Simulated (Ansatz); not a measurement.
One starting cell of Pt (a generated cell, Pt built in the fcc structure type) was relaxed twice with Ansatz (plane waves, PAW, scalar-relativistic): with r2SCAN at 500 eV and with PBE at 420 eV. The r2SCAN result:

```yaml
crystal:
  lattice:
    - [0.00000, 1.97013, 1.97013]
    - [1.97013, 0.00000, 1.97013]
    - [1.97013, 1.97013, 0.00000]
  atoms:
    - { symbol: Pt, position: [0.00000, 0.00000, 0.00000] }
```

```
quantity                                          r2SCAN    PBE
------------------------------------------------  ------  -----
space group                                        Fm-3m  Fm-3m
volume (Å³/atom)                                   15.29    ___
a (Å)                                              3.940    ___
gap (eV, no spin-orbit coupling)                    0.00    ___
pressure at 70 % of the level's own volume (GPa)   247.0    ___
```

What does PBE give for the same quantities?


- volume (Å³/atom), PBE: 15.65
- a (Å), PBE: 3.970
- gap (eV, no spin-orbit coupling), PBE: 0.00
- pressure at 70 % of the level's own volume (GPa), PBE: 226.6

Both levels end in the same structure; PBE's volume is 2.3 % larger. Neither column is exact.

No spin polarisation in the result.

Measured for Pt: a 3.913 Å (static lattice; corrected from measurement; as listed in Daniel Mejia-Rodriguez, S. B. Trickey, Phys. Rev. B (2018)). Computed minus measured — a: r2SCAN +0.7 %, PBE +1.5 %. The computed values are for a static lattice.

The run could not lose the symmetry of its start.

Ansatz is a first-principles code.
